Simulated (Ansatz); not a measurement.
Input for Ansatz (development build ahead of 0.2.0):

```yaml
crystal:
  periodic: [false, false, false]
  atoms:
    - { symbol: C, position_ang: [0.0, 0.0, 0.0] }
    - { symbol: O, position_ang: [0.0, 0.0, 2.26] }
basis:
  gaussian: { orbitals: pcseg-2 }
magnetization:
  spin_polarized: true
hamiltonian:
  xc: pbe0
```

The input is written out in the form of the current development build from the run's settings.

Results

```yaml
Converged: yes
Total_energy: -112.85454 hartree
Spin_squared_of_the_determinant: 1.485
Stability_test: minimum
```

Caution: the unrestricted determinant is a mixture of spin states.
